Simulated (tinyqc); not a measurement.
Worked calculation: extended Hueckel theory, for CH2. One step of it, computed by the program tinyqc.

Task: Wolfsberg-Helmholz matrix. H_ij = K' S_ij (H_ii + H_jj)/2 for i != j (the diagonal keeps H_ii), with K' = K + D^2 + D^4 (1 - K), D = (H_ii - H_jj)/(H_ii + H_jj), K = 1.75.

overlap S, order 1C 2s, 1C 2px, 1C 2py, 1C 2pz, 2H 1s, 3H 1s:
$$\begin{pmatrix}
1.000000 & 0.000000 & 0.000000 & 0.000000 & 0.482340 & 0.482340 \\
0.000000 & 1.000000 & 0.000000 & 0.000000 & 0.000000 & 0.000000 \\
0.000000 & 0.000000 & 1.000000 & 0.000000 & 0.416080 & -0.416080 \\
0.000000 & 0.000000 & 0.000000 & 1.000000 & 0.249648 & 0.249648 \\
0.482340 & 0.000000 & 0.416080 & 0.249648 & 1.000000 & 0.121460 \\
0.482340 & 0.000000 & -0.416080 & 0.249648 & 0.121460 & 1.000000
\end{pmatrix}$$

diagonal H_ii (eV): 1C 2s -21.400000, 1C 2px -11.400000, 1C 2py -11.400000, 1C 2pz -11.400000, 2H 1s -13.600000, 3H 1s -13.600000

K = 1.750000

Give: H.

Result:

H (eV), order 1C 2s, 1C 2px, 1C 2py, 1C 2pz, 2H 1s, 3H 1s:
$$\begin{pmatrix}
-21.4000 & 0.0000 & 0.0000 & 0.0000 & -15.1753 & -15.1753 \\
0.0000 & -11.4000 & 0.0000 & 0.0000 & 0.0000 & 0.0000 \\
0.0000 & 0.0000 & -11.4000 & 0.0000 & -9.1418 & 9.1418 \\
0.0000 & 0.0000 & 0.0000 & -11.4000 & -5.4851 & -5.4851 \\
-15.1753 & 0.0000 & -9.1418 & -5.4851 & -13.6000 & -2.8908 \\
-15.1753 & 0.0000 & 9.1418 & -5.4851 & -2.8908 & -13.6000
\end{pmatrix}$$
